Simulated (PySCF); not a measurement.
## Basis-set dependence of excited states

Compound: CCl₄.
Geometry (PBE0-D3(BJ)/def2-SVP, Å), atoms numbered from 1 in this order:
```xyz
5
CCl4 angstrom
Cl     0.1333   -1.7335    0.3316
C     -0.0001   -0.0001    0.0002
Cl    -1.2462    0.7054    1.0401
Cl     1.5529    0.7843    0.3250
Cl    -0.4399    0.2439   -1.6968
```

TDDFT with PBE0 (PySCF), vertical singlets, core orbitals frozen in the response, spherical d and f functions. Isolated species at its PBE0-D3(BJ)/def2-SVP geometry, gas phase.

| basis | functions | diffuse | S1 (eV) | S2 (eV) | S3 (eV) | S4 (eV) | S5 (eV) | LUMO (eV) | α (au) |
| --- | --- | --- | --- | --- | --- | --- | --- | --- | --- |
| 6-31G* | 86 | no | 5.95 | 5.95 | 5.95 | 6.99 | 6.99 | -1.63 | 49.1 |
| def2-SVP | 86 | no | 6.51 | 6.51 | 6.51 | 7.50 | 7.50 | -0.84 | 46.5 |
| 6-31+G* | 106 | yes | 5.89 | 5.89 | 5.89 | 6.93 | 6.93 | -1.80 | 58.7 |
| def2-SVPD | 128 | yes | 6.03 | 6.03 | 6.03 | 7.04 | 7.04 | -1.66 | 68.8 |
| aug-cc-pVDZ | 131 | yes | 5.92 | 5.92 | 5.92 | 6.95 | 6.95 | -1.68 | 68.1 |
| def2-TZVP | 179 | no | 5.97 | 5.97 | 5.97 | 6.97 | 6.97 | -1.53 | 59.8 |
| def2-TZVPD | 221 | yes | 5.84 | 5.84 | 5.84 | 6.82 | 6.83 | -1.74 | 70.2 |
| aug-cc-pVTZ | 246 | yes | 5.91 | 5.91 | 5.91 | 6.90 | 6.90 | -1.68 | 69.7 |

Q: How much do these states and the polarisability depend on the basis?

A: States are compared by their number. Against the largest diffuse basis here (aug-cc-pVTZ, itself not a converged limit), sets without diffuse functions differ by up to 0.60 eV in S1 and 0.60 eV in S5; the smaller diffuse sets differ by up to 0.12 and 0.14 eV. State by state, the largest deviation of a set without diffuse functions is S1 0.60, S2 0.60, S3 0.60, S4 0.60, S5 0.60 eV. The same number needn't mean the same state in each row. Against aug-cc-pVTZ the polarisability deviates by -30% in 6-31G*, -33% in def2-SVP, -16% in 6-31+G*, -1% in def2-SVPD, -2% in aug-cc-pVDZ, -14% in def2-TZVP, +1% in def2-TZVPD.
